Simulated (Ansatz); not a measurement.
Program: Ansatz. Geometries: PBE0-D4/def2-TZVP. ΔE: electronic, gas phase. CCSD(T)/CBS adds triple-zeta CCSD(T) − MP2 to the extrapolated MP2 energy (def2 sets, frozen cores). This one scheme is used for every species. Functionals use def2-TZVPP. Each species was taken in one conformer, which may not be the lowest.

Consider the β-hydride elimination: `CN(C)P` → PH₃ + `C=NC`.

CCSD(T)/CBS gives +22.4 kcal/mol.

**Question.** Another level gave +20.7 kcal/mol. Which?
A. CCSD(T)/def2-TZVPP
B. RPA@PBE/def2-TZVPP
C. PBE-D4/def2-TZVPP
D. revPBE/def2-TZVPP

**Answer.** A. CCSD(T)/def2-TZVPP 20.7, RPA@PBE/def2-TZVPP 18.7, PBE-D4 22.4, revPBE 14.6 kcal/mol.

Largest T1 diagnostic among the species: 0.013.

From PBE to PBE0 (25 % exact exchange), in def2-TZVPP and without D4, ΔE moves by +3.5 kcal/mol. At CCSD(T), def2-SVP lies −4.8 kcal/mol from the extrapolated value and def2-TZVPP −1.7 kcal/mol.
